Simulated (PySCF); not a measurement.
CH₃O, SMILES C=[OH+], charge +1. Geometry optimised at B3LYP-D3(BJ)/def2-TZVP. The isomer is the one that the SMILES or the coordinates give; other isomers of the formula were not compared.

Level of theory: PySCF 2.14.0 with B3LYP-D3(BJ)/def2-TZVP.

Harmonic wavenumbers (cm⁻¹): 1021, 1111, 1246, 1375, 1480, 1666, 3078, 3219, 3555. Rotational constants (GHz): 199.5, 34.49, 29.40; symmetry number 1.

Question: Work out the zero-point energy and the ideal-gas rigid-rotor harmonic-oscillator thermochemistry at 298.15 K and 1 atm.

Answer: ZPE = ½ Σ hcν = ½ × 17751 cm⁻¹ = 25.38 kcal/mol. H − E(el) = 27.80 kcal/mol. Entropy in cal/(mol K): translation 36.23, rotation 18.01, vibration 0.22, total 54.46. G − E(el) = 11.56 kcal/mol. Cp = 8.99 cal/(mol K).
